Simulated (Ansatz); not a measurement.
The first iterations of a band of BH4NO (7 atoms, charge 0, multiplicity 1).

Method: Ansatz 0.2.0, RKS B3LYP-D4/def2-SVP.

- movable images: 9
- climbing image: yes
- spring: 5.0 eV/Å²
- optimiser: quadratic models (default)
- start path: straight line
- force threshold: 0.05 eV/Å
- iteration limit: 60
- end points: relaxed

Image 0:

```xyz
7
Properties=species:S:1:pos:R:3
B 0.413 -0.032 0.019
N 0.628 -0.077 1.410
H -0.079 -0.305 2.101
H 1.534 0.124 1.815
H 1.333 0.251 -0.710
O -0.788 -0.292 -0.583
H -1.501 -0.515 0.029
```

Image 10:

```xyz
7
Properties=species:S:1:pos:R:3
B -0.254 -0.780 -2.059
N 0.398 0.205 1.467
H -0.432 0.276 2.059
H 1.113 -0.289 2.005
H 0.740 1.157 1.314
O -0.112 -0.931 -0.808
H 0.090 -0.484 0.103
```

| iteration | highest image above the first end (eV) | largest band force component (eV/Å) |
| --- | --- | --- |
| 1 | 7.788 | 6.390 |
| 2 | 6.092 | 4.195 |
| 3 | 4.961 | 6.592 |
| 4 | 4.592 | 2.962 |
| 5 | 4.391 | 2.041 |

Q: Does the band converge within its limit, and where does its top end?

A: It converged. It ended after 17 iterations with the highest image 4.521 eV above the first end. Neighbouring images differ by up to 2.0 eV, so the band resolves the path poorly. The order of the stationary point at the top wasn't checked. The orbitals stay closed-shell, which can raise the energy where a bond breaks towards radicals; this wasn't checked here.

Run time: 3 min on 1 thread of Arm Neoverse V2 (shared host), peak memory 0.11 GiB.
